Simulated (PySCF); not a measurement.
nitrous oxide anion (N₂O), SMILES [N+]([O-])#N (connectivity only; charge and spin as stated), charge -1, multiplicity 2. Geometry: PBE-D3(BJ)/def2-TZVPD. The multiplicity is an assumed one; other spin states were not compared.

Method: PySCF with PBE-D3(BJ)/def2-TZVPD.

Harmonic wavenumbers (cm⁻¹): 642, 966, 1645. Rotational constants (GHz): 229.7, 12.56, 11.91; symmetry number 1.

Q: Work out the zero-point energy and the ideal-gas rigid-rotor harmonic-oscillator thermochemistry at 298.15 K and 1 atm.

A: ZPE = ½ Σ hcν = ½ × 3253 cm⁻¹ = 4.65 kcal/mol. H − E(el) = 7.14 kcal/mol. Entropy in cal/(mol K): translation 37.27, rotation 19.78, vibration 0.50, spin 1.38, total 58.92. G − E(el) = -10.43 kcal/mol. Cp = 9.35 cal/(mol K).
